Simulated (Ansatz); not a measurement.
CH2FN (`N=CF`), relaxed with RKS PBE0-D4/def2-TZVP in the Gaussian-basis code of Ansatz from a PBE-D4/def2-SVP geometry. The force threshold is 0.005 eV/Å; the program also tests the step.

Total charge 0; spin multiplicity 1.

Start:

```xyz
5

N    -0.723    0.045    0.651
C     0.272   -0.147   -0.098
F     1.142   -1.130    0.171
H    -1.278    0.837    0.294
H     0.587    0.395   -1.018
```

```tsv
step	energy (eV)	largest force (eV/Å)	largest move (Å)
1	-5272.4688	0.811	0.000
2	-5272.4949	0.275	0.016
3	-5272.4969	0.059	0.005
4	-5272.4970	0.039	0.003
5	-5272.4971	0.006	0.004
6	-5272.4971	0.006	0.000
7	-5272.4971	0.001	0.000
```

End:

```xyz
5

N    -0.710    0.048    0.637
C     0.270   -0.143   -0.101
F     1.128   -1.119    0.172
H    -1.267    0.826    0.296
H     0.579    0.389   -1.003
```

Hardware: 2 threads of a server CPU on a shared host. Wall time 8 s, peak host memory 0.14 GiB.
